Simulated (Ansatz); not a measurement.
Geometry optimisation, Ansatz, UKS PBE-D4/def2-SVP.

Input:

```yaml
crystal:
  periodic: [false, false, false]
  atoms:
    - { symbol: B, position_ang: [-1.25944, -0.29153, -0.7366] }
    - { symbol: C, position_ang: [-0.06445, 0.30282, -0.22191] }
    - { symbol: C, position_ang: [0.89123, -0.09169, 0.68773] }
    - { symbol: H, position_ang: [-2.23352, -0.69545, -1.1849] }
    - { symbol: H, position_ang: [0.11342, 1.2875, -0.66294] }
    - { symbol: H, position_ang: [1.7317, 0.5304, 0.93321] }
    - { symbol: H, position_ang: [0.82105, -1.04204, 1.1854] }
magnetization:
  spin_polarized: true
  initial_magnetization: 1
basis:
  gaussian: { orbitals: def2-SVP }
hamiltonian:
  xc: pbe
  dispersion: d4
relax:
  f_tol: 0.02
  max_steps: 50
```

Launched with:

```bash
$ ansatz run input.yaml --threads 1 --pin off --max-ram 2048MiB --backend cpu --events-out ev --progress --plain --runs-dir out
```

Task: Where does it end, and by what steps?

Result: The forces met the threshold. After 6 steps the energy has fallen by 0.083 eV; H4 moved furthest, 0.12 Å.

```
step  energy less start (eV)  largest force component (eV/Å)  accepted
   0                  0.0000                           1.176       yes
   1                 -0.0726                           0.305       yes
   2                 -0.0800                           0.078       yes
   3                 -0.0813                           0.100       yes
   4                 -0.0827                           0.098       yes
   5                 -0.0830                           0.051       yes
   6                 -0.0833                           0.007       yes
```

```xyz
7
Properties=species:S:1:pos:R:3
B -1.273 -0.292 -0.749
C -0.065 0.257 -0.196
C 0.924 -0.099 0.716
H -2.297 -0.634 -1.264
H 0.052 1.257 -0.688
H 1.767 0.572 0.934
H 0.891 -1.062 1.247
```

Run time: 14 s on 1 thread of Intel(R) Xeon(R) Platinum 8488C (Sapphire Rapids), with other jobs on the host, peak memory 0.14 GiB.
